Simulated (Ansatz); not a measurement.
For 2H WSe2, PBEsol in Ansatz (PAW) gives:

- lattice parameter a = 3.271 Å
- c axis length = 13.225 Å
- band gap at the measured cell = 0.91 eV
- enthalpy of formation = -0.595 eV/atom

Question: What does HSE06 (Ansatz, a quantum-chemistry and plane-wave program, PAW) give for the same quantities?

Answer: 
- lattice constant a: 3.287 Å (goes up by 0.5 %)
- lattice parameter c: 14.658 Å (increases by 11 %)
- band gap at the measured cell: 1.42 eV (increases by 0.51 eV)
- formation enthalpy: -0.637 eV/atom (moves by -0.042 eV/atom)

For comparison: lattice constant a 3.282 Å (measured, 300 K, no zero-point or thermal correction; as tabulated in arXiv:1605.07067); lattice parameter c 12.96 Å (measured, 300 K, no zero-point or thermal correction; as tabulated in arXiv:1605.07067); band gap 1.2 eV (measured, room temperature, no zero-point or thermal correction, bulk 2H; as tabulated in Bastos et al. (2019), arXiv:1903.08112).

Changes are worked out from the printed values.

Unless a cell is named, each level is at its own relaxed cell (PBEsol 20.42, HSE06 22.86 Å³/atom).

Levels without +SOC leave out spin–orbit coupling, which shifts energies and cells of such heavy elements.

Levels without +SOC have no spin–orbit coupling; where heavier elements are present it shifts gaps, mostly down, and can invert bands. Density-functional gaps are differences of (generalised) Kohn–Sham levels.

The crystal itself was run without spin with PBEsol, HSE06; a magnetic state was not tried in these runs.

Caveats: the cell comes from a level without a dispersion term, which matters for the spacing of layers, chains or molecules (PBEsol, HSE06). Ansatz's density-functional and Hartree–Fock values are scalar-relativistic unless marked +SOC, with PAW data made under PBE.
